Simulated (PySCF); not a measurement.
Species: C₂H₆B (charge -1).
InChI=1S/C2H6B/c1-2-3/h2H,1H2,3H3/q-1

Level of theory: PySCF, PBE0-D3(BJ)/def2-SVP geometry optimisation, gas phase.

Masses are those of the commonest isotopes; rigid-rotor values at the optimised geometry. 

(1) Give the principal moments of inertia and the rotational constants in cm⁻¹.

(2) What kind of rotor is it?

(3) Is it planar, by Δ = Ic − Ia − Ib?

(4) Give the coordinates in the principal-axis frame, origin at the centre of mass.

(5) Which lines would a microwave search look for?

Answers

(1) Ia = 11.49, Ib = 60.14, Ic = 67.56 u·Å²; 505379 MHz·u·Å²/I gives 43968, 8404 and 7481 MHz, that is A = 1.46660, B = 0.28032, C = 0.24954 cm⁻¹.

(2) A near-prolate asymmetric top: κ = (2 × 8404 − 43968 − 7481)/(43968 − 7481) = -0.95.

(3) Not planar: Δ = Ic − Ia − Ib = -4.08 u·Å². For a rigid frame Δ = −2 Σ m c², so Σ m c² = 2.04 u·Å² lies off the ab plane, practically all of it from hydrogen. The atom farthest from that plane is 1.01 Å away.

(4) The sense of each axis is arbitrary; atoms in the order of the calculation.
```csv
atom,mass (u),a (Å),b (Å),c (Å)
B1,11.009,1.381,0.177,0.000
C2,12.000,-0.110,-0.423,0.000
C3,12.000,-1.290,0.223,0.000
H4,1.008,1.378,1.426,-0.001
H5,1.008,2.001,-0.243,1.006
H6,1.008,2.002,-0.245,-1.005
H7,1.008,-0.204,-1.528,0.000
H8,1.008,-1.328,1.322,0.000
H9,1.008,-2.264,-0.291,0.000
```

(5) The dipole components (about the centre of mass, as the species is charged) are |μa| = 4.55 D, |μb| = 1.07 D, |μc| = 0.00 D; the mirror of this Cs structure is the ab plane, so μc vanishes by symmetry and there are no c-type lines. The squared components, which scale the intensities, stand as 1.00 : 0.06 (a : b). Some lines, for components of 0.1 D or more:

```json
{"type": "a", "branch": "Q", "J(Ka,Kc)": "1(1,0) ← 1(1,1)", "MHz": "923", "lower level (cm⁻¹)": "1.716"}
{"type": "a", "branch": "Q", "J(Ka,Kc)": "2(1,1) ← 2(1,2)", "MHz": "2769", "lower level (cm⁻¹)": "2.745"}
{"type": "a", "branch": "Q", "J(Ka,Kc)": "3(1,2) ← 3(1,3)", "MHz": "5537", "lower level (cm⁻¹)": "4.288"}
{"type": "b", "branch": "R", "J(Ka,Kc)": "3(0,3) ← 2(1,2)", "MHz": "12924", "lower level (cm⁻¹)": "2.745"}
{"type": "a", "branch": "R", "J(Ka,Kc)": "2(1,1) ← 1(1,0)", "MHz": "32692", "lower level (cm⁻¹)": "1.747"}
{"type": "b", "branch": "Q", "J(Ka,Kc)": "1(1,0) ← 1(0,1)", "MHz": "36487", "lower level (cm⁻¹)": "0.530"}
{"type": "b", "branch": "Q", "J(Ka,Kc)": "4(1,3) ← 4(0,4)", "MHz": "40858", "lower level (cm⁻¹)": "5.290"}
{"type": "a", "branch": "R", "J(Ka,Kc)": "3(1,3) ← 2(1,2)", "MHz": "46259", "lower level (cm⁻¹)": "2.745"}
{"type": "a", "branch": "R", "J(Ka,Kc)": "3(2,1) ← 2(2,0)", "MHz": "47725", "lower level (cm⁻¹)": "6.397"}
{"type": "a", "branch": "R", "J(Ka,Kc)": "3(1,2) ← 2(1,1)", "MHz": "49027", "lower level (cm⁻¹)": "2.837"}
{"type": "a", "branch": "R", "J(Ka,Kc)": "4(1,4) ← 3(1,3)", "MHz": "61658", "lower level (cm⁻¹)": "4.288"}
{"type": "a", "branch": "R", "J(Ka,Kc)": "4(2,3) ← 3(2,2)", "MHz": "63525", "lower level (cm⁻¹)": "7.986"}
{"type": "a", "branch": "R", "J(Ka,Kc)": "4(3,1) ← 3(3,0)", "MHz": "63575", "lower level (cm⁻¹)": "13.995"}
{"type": "b", "branch": "R", "J(Ka,Kc)": "4(1,4) ← 3(0,3)", "MHz": "94993", "lower level (cm⁻¹)": "3.176"}
{"type": "b", "branch": "Q", "J(Ka,Kc)": "3(2,1) ← 3(1,2)", "MHz": "105407", "lower level (cm⁻¹)": "4.473"}
{"type": "b", "branch": "Q", "J(Ka,Kc)": "2(2,0) ← 2(1,1)", "MHz": "106709", "lower level (cm⁻¹)": "2.837"}
{"type": "b", "branch": "Q", "J(Ka,Kc)": "4(2,3) ← 4(1,4)", "MHz": "112722", "lower level (cm⁻¹)": "6.345"}
{"type": "b", "branch": "R", "J(Ka,Kc)": "2(2,1) ← 1(1,0)", "MHz": "139384", "lower level (cm⁻¹)": "1.747"}
{"type": "b", "branch": "R", "J(Ka,Kc)": "4(2,2) ← 3(1,3)", "MHz": "174646", "lower level (cm⁻¹)": "4.288"}
{"type": "b", "branch": "Q", "J(Ka,Kc)": "3(3,0) ← 3(2,1)", "MHz": "180049", "lower level (cm⁻¹)": "7.989"}
{"type": "b", "branch": "Q", "J(Ka,Kc)": "3(3,1) ← 3(2,2)", "MHz": "180138", "lower level (cm⁻¹)": "7.986"}
{"type": "b", "branch": "R", "J(Ka,Kc)": "4(3,1) ← 3(2,2)", "MHz": "243713", "lower level (cm⁻¹)": "7.986"}
{"type": "b", "branch": "Q", "J(Ka,Kc)": "4(4,0) ← 4(3,1)", "MHz": "252144", "lower level (cm⁻¹)": "16.115"}
{"type": "b", "branch": "R", "J(Ka,Kc)": "4(4,0) ← 3(3,1)", "MHz": "315719", "lower level (cm⁻¹)": "13.995"}
```

No PBE0-D3(BJ)/def2-SVP frequencies stand behind this structure, so it isn't proved a minimum. Constants of a rigid frame at the computed geometry: no zero-point averaging, no centrifugal distortion. A rigid rotor knows nothing of internal rotation, which can split or shift real lines. Quadrupole hyperfine structure (11B) is left out.
